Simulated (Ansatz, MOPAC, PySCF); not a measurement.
Process, species as SMILES: FC(=C)F → [C](=C)F + F atom (the C-F bond breaks)

Wanted: bond dissociation energy (enthalpy at 298 K), in kcal/mol. Terms: PM7 with its own dispersion and hydrogen-bond terms; 6-31G* and kin with 6d, 5d where marked; UHF or UKS for open shells; dispersion terms only where a functional's name holds one; no spin-orbit coupling; non-relativistic. First-principles rows: single points at B3LYP-D3(BJ) geometries (Ansatz, a quantum-chemistry and plane-wave program), with unscaled harmonic terms from B3LYP/6-31G* at its own minima. Semi-empirical rows: MOPAC heats of formation at their own minima for 298 K.

| species | coefficient | E at B3LYP/6-31G* (Ansatz), Eh | E at M06-2X/def2-TZVPD (PySCF), Eh | H(298 K) - E, kcal/mol | heat of formation at PM7 (MOPAC), kcal/mol |
|---|---|---|---|---|---|
| C=C(F)F | -1 | -277.05858 | -277.08666 | 26.07 | -84.35 |
| C=[C]F | +1 | -177.13384 | -177.14180 | 22.12 | 13.56 |
| F atom | +1 | -99.71553 | -99.73422 | 1.48 | 18.89 |

 1 Eh = 627.5095 kcal/mol.

### Question
Compute it at each level from the table.

### Answer

- B3LYP/6-31G*: the sum of coefficient times E is 0.20921 Eh, or 131.28 kcal/mol; the thermal terms add -2.47. Result: 128.8 kcal/mol.
- M06-2X/def2-TZVPD: the sum of coefficient times E is 0.21064 Eh, or 132.18 kcal/mol; the thermal terms add -2.47. Result: 129.7 kcal/mol.
- PM7: the sum of coefficient times heat of formation is 116.80 kcal/mol; it needs no thermal term.
